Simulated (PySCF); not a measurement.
## Converging CCl⁻ in the basis (MP2)

PySCF, UHF reference; triplet, unpaired electrons π ↑↑; De to C + Cl⁻ without counterpoise correction. Frozen cores follow the default of each basis and core potential.

| basis | relativity | functions | Re (Å) | ωe (cm⁻¹) | De (eV) | frozen orbitals |
| --- | --- | --- | --- | --- | --- | --- |
| aug-pcseg-1 | no relativity | 50 | 1.916 | 458 | 1.36 | 6 |
| aug-cc-pVDZ/aug-cc-pV(D+d)Z | no relativity | 55 | 1.894 | 481 | 1.47 | 6 |
| def2-TZVPPD | no relativity | 88 | 1.858 | 514 | 1.65 | 6 |

(1) How does each smaller set differ from the one with most functions, def2-TZVPPD?

Correlated steps freeze 6 core orbitals. Correlated levels converge slowly with the basis: in double zeta they bind strong bonds too weakly, by up to about 1 eV, and carry superposition errors of some tenths. For an ion De counts to the pair picked by the measured ionisation energies or electron affinities, which need not be the lowest pair at this level. The state was picked by a PBE0 search and need not be the measured ground state.

## Answers

(1) aug-pcseg-1: +5.8 pm, -10.9 % in ωe, -0.29 eV in De; aug-cc-pVDZ/aug-cc-pV(D+d)Z: +3.6 pm, -6.4 % in ωe, -0.18 eV in De. All at MP2; the set with most functions is neither the basis-set limit nor always the best.
